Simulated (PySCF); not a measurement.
Magnetisability: SMILES c1cncnc1, C4H4N2

Cartesian coordinates in Å; atom numbers follow the order of the lines, from 1:
```xyz
10

C    -1.149    0.127    0.070
C    -0.287    1.216   -0.034
N     1.031    1.069   -0.138
C     1.485   -0.181   -0.137
N     0.762   -1.293   -0.043
C    -0.555   -1.133    0.060
H    -2.229    0.253    0.155
H    -0.672    2.243   -0.033
H     2.571   -0.308   -0.222
H    -1.161   -2.043    0.137
```

Method: GIAO B3LYP/aug-pcSseg-1 magnetisability, rotational g tensor and spin-rotation constants, non-relativistic, gas phase (PySCF 2.14.0). Geometry: PBE0-D3(BJ)/def2-SVP.

**Question.** How diamagnetic is it, and how anisotropic?

**Answer.** Isotropic -723 × 10⁻³⁰ J/T², or -43.6 × 10⁻⁶ cm³/mol; principal values -1350, -431, -389 × 10⁻³⁰ J/T², anisotropy 941 × 10⁻³⁰ J/T² (root of half the summed squared differences of the principal values). The susceptibility is in cgs units.

**Question.** Split it along the inertial axes a, b, c into diamagnetic and paramagnetic parts about the centre of mass, with the quadrupole moment.

**Answer.** 
```
axis  χ (10⁻⁶ cm³/mol)  diamagnetic (10⁻⁶ cm³/mol)  paramagnetic (10⁻⁶ cm³/mol)  summed x² of all electrons (Å²)  quadrupole Θ (D Å)
   a             -26.0                      -259.8                        233.9                             53.8               -3.92
   b             -23.4                      -260.2                        236.8                             53.7               +6.01
   c             -81.3                      -455.8                        374.4                              7.6               -2.09
```
Anisotropies 2χaa − χbb − χcc = +52.8 and 2χbb − χaa − χcc = +60.5 × 10⁻⁶ cm³/mol. Θ is traceless in Buckingham's convention.

**Question.** And the rotational g tensor?

**Answer.** 
| axis | rotational constant (GHz) | g | nuclear part | electronic part |
| --- | --- | --- | --- | --- |
| a | 6.3052 | -0.0994 | 0.5933 | -0.6927 |
| b | 6.1176 | -0.1207 | 0.5600 | -0.6806 |
| c | 3.1050 | +0.0302 | 0.5764 | -0.5462 |

Asymmetric top; isotopes 12C, 1H, 14N; no vibrational averaging.
